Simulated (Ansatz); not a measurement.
Pt: Pt vacancy

All numbers below come from DFT PBE, scalar-relativistic, plane waves, PAW (Ansatz). (420 eV cutoff, 4×4×4 k-mesh, Gaussian smearing of 0.10 eV, no spin polarisation)

Host crystal, relaxed:

```xyz
1
Lattice="0.0000 1.9851 1.9851 1.9851 0.0000 1.9851 1.9851 1.9851 0.0000" Properties=species:S:1:pos:R:3 pbc="T T T"
Pt    0.0000    0.0000    0.0000
```

Supercell of 27 atoms, rows in host cell vectors: 3 0 0; 0 3 0; 0 0 3. Atoms relax at the host's cell, keeping the symmetry that the supercell leaves at the site. The cell is small, so energies carry finite-size errors of tenths of an eV. The host is a metal. Atoms are taken from and returned to the elements' standard states.

Spin-orbit coupling is left out, which matters for the bands and energies of heavy elements.

Defect: Pt vacancy at (0.000, 0.000, 0.000) of the host cell.

Problem. What is the formation energy of the neutral defect?

Solution. 0.64 eV.

Problem. Does the neutral defect carry a moment, and how do its surroundings relax?

Solution. The neutral run had no spin polarisation, so a moment wasn't tested. The nearest neighbours before are 12 Pt at 2.81 Å; after relaxation the atoms near the site are 12 Pt at 2.75 Å; the largest move is 0.06 Å.

Cost: 2 runs of about 12 core-minutes in all, on AMD EPYC (Zen 3) (shared hosts).